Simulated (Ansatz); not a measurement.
Species, as SMILES: [F][Al][F], doublet.
Atoms: Al1, F2, F3. Bonds: Al1-F2, Al1-F3.

Basis-set convergence of the lowest harmonic wavenumber at PBE with Ansatz (an electronic-structure program). Each level at its own minimum, finite differences of forces, unscaled; the reference is a large set that could be run, not a limit. Cartesian d functions, on some or all atoms, in 6-31G**, 6-31+G*, 6-311G**, 6-311+G**; all else is spherical. The program fits the integrals of some runs and decomposes those of others, by size. Open shells are unrestricted. No added dispersion term, no relativity. Reference: the value in aug-pcseg-2, 220 cm⁻¹, itself unsure by roughly 2 cm⁻¹ (its mean distance from aug-cc-pV(T+d)Z, def2-TZVPPD). Deviations are taken from unrounded values.

| basis | functions | lowest harmonic wavenumber (cm⁻¹) | minus reference (cm⁻¹) |
|---|---|---|---|
| STO-3G | 19 | 268 | 48 |
| 3-21G | 31 | 247 | 27 |
| 6-31G | 31 | 220 | 0 |
| pcseg-0 | 31 | 253 | 32 |
| pcseg-1 | 46 | 220 | 0 |
| 6-31G** | 49 | 231 | 10 |
| cc-pV(D+d)Z | 51 | 209 | -11 |
| 6-31+G* | 61 | 213 | -7 |
| 6-311G** | 63 | 219 | -1 |
| def2-SVPD | 70 | 209 | -11 |
| 6-311+G** | 75 | 207 | -13 |
| aug-cc-pV(D+d)Z | 78 | 217 | -3 |
| pcseg-2 | 94 | 222 | 2 |
| def2-TZVP | 99 | 218 | -2 |
| def2-TZVPP | 104 | 218 | -2 |
| aug-pcseg-2 | 142 | 220 | 0 |
| cc-pCVTZ | 145 | 216 | -4 |
| aug-cc-pV(T+d)Z | 147 | 219 | -1 |
